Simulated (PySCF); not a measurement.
# AlN: energy against distance

Set-up: basis Al def2-TZVPPD, N def2-TZVPPD; no relativity; PySCF 2.14. Energies in eV from Al + N in their ground configurations at the same level. State: ³Π (triplet), unpaired electrons σ ↑, π ↑.

Curves on a restricted Hartree–Fock reference rise too fast on stretching and do not dissociate correctly.

| R (Å) | PBE | revPBE | ROHF-MP2 | PBE0 |
| --- | --- | --- | --- | --- |
| 1.541 | -2.107 | -1.838 | -0.913 | -1.670 |
| 1.613 | -2.656 | -2.404 | -1.507 | -2.201 |
| 1.685 | -2.956 | -2.718 | -1.852 | -2.488 |
| 1.738 | -3.062 | -2.834 | -1.992 | -2.587 |
| 1.792 | -3.094 | -2.875 | -2.055 | -2.613 |
| 1.846 | -3.069 | -2.859 | -2.059 | -2.585 |
| 1.917 | -2.972 | -2.773 | -1.996 | -2.487 |
| 2.007 | -2.787 | -2.600 | -1.843 | -2.301 |
| 2.115 | -2.515 | -2.340 | -1.590 | -2.027 |
| 2.258 | -2.126 | -1.967 | -1.199 | -1.633 |

**Question.** Put a parabola through the three lowest points of the PBE curve and estimate Re, k and ωe (reduced mass 9.219 u; 1 eV/Å² = 0.16022 mdyn/Å; ωe = 1302.8·√(k/μ) cm⁻¹).

**Answer.** Through R = 1.738, 1.792, 1.846 Å the second-order coefficient is 9.77 eV/Å², so Re ≈ 1.795 Å, k ≈ 3.13 mdyn/Å and ωe ≈ 759 cm⁻¹. A polynomial fit of higher order to the unrounded PBE energies gives Re = 1.792 Å, k = 3.10 mdyn/Å, ωe = 755 cm⁻¹; anharmonicity and rounding make the difference.

The higher-order fit for each curve: PBE: Re = 1.792 Å, ωe = 755 cm⁻¹, De = 3.09 eV; revPBE: Re = 1.801 Å, ωe = 742 cm⁻¹, De = 2.88 eV; ROHF-MP2: Re = 1.823 Å, ωe = 717 cm⁻¹, De = 2.06 eV; PBE0: Re = 1.789 Å, ωe = 750 cm⁻¹, De = 2.61 eV.

Correlated steps freeze 6 core orbitals. The state is the lowest determinant that a PBE0 search found; another state may lie lower at other levels.
